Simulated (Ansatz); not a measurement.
A calculation with Ansatz (development build ahead of 0.2.0).

```yaml
crystal:
  periodic: [false, false, false]
  atoms:
    - { symbol: H, position_ang: [0.0, 0.0, -1.67723] }
    - { symbol: C, position_ang: [0.0, 0.0, -0.5148] }
    - { symbol: C, position_ang: [0.0, 0.0, 0.79434] }
basis:
  gaussian: { orbitals: def2-TZVP }
magnetization:
  spin_polarized: true
  initial_magnetization: 1
hamiltonian:
  xc: hf
```

The input is written out in the form of the current development build from the run's settings.

Results

```json
{"Converged": "yes", "Total energy": "-76.16003 hartree", "Spin squared of the determinant": "1.533"}
```

Caution: the unrestricted determinant is spin contaminated.
